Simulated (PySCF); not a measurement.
# HBS at several levels of theory

All levels use the PBE0 minimum (singlet; B–H 1.175 Å, B–S 1.598 Å; H–B–S 180.0°), basis [B def2-TZVP, S def2-TZVP, H def2-TZVP], no relativity, density fitting, no spin–orbit coupling, PySCF. For vertical energies the ionised species is a doublet (spins chosen at PBE0 and kept) and the electron-attached one a doublet. Atomisation goes to high-spin ground-configuration atoms, without zero-point energy. Open shells are unrestricted, also as the reference of the correlated levels. A dash marks a value that was not computed or is not defined at that level.

```xyz
3
charge 0 multiplicity 1, angstrom
B     0.0000    0.0000    1.1344
S     0.0000    0.0000   -0.4634
H     0.0000    0.0000    2.3094
```

```
  level  atomisation (kJ/mol)  vertical IP (eV)  vertical EA (eV)  −ε(HOMO) (eV)  gap (eV)  dipole (D)
CCSD(T)                  1005             11.14             -1.25              –         –           –
     HF                   777              9.74             -1.55          10.95     13.08        1.99
    MP2                  1038             11.25             -1.31              –         –           –
   PBE0                  1044             11.12             -0.89           8.53      7.35        1.42
    PBE                  1069             11.22             -0.91           7.41      5.30        1.21
  B3LYP                  1038             11.16             -0.92           8.26      6.88        1.38
 r2SCAN                  1059             11.17             -0.85           7.65      5.81        1.38
  wB97X                  1038             11.06             -0.98          10.85     11.84        1.61
```

For HBS itself CCSD(T) correlates 10 electrons; T1 = 0.019, D1 = 0.041, (T) = -42 kJ/mol.

(1) Which levels differ least and most from CCSD(T) in the atomisation?

## Answers

(1) Least: B3LYP (+33 kJ/mol), MP2 (+33 kJ/mol), wB97X (+33 kJ/mol); most: HF (-228 kJ/mol). CCSD(T) atomisation energies in a triple-zeta basis lie tens of kJ/mol low, so this is no ranking by accuracy.

Without diffuse functions attachment energies tend to come out too low.
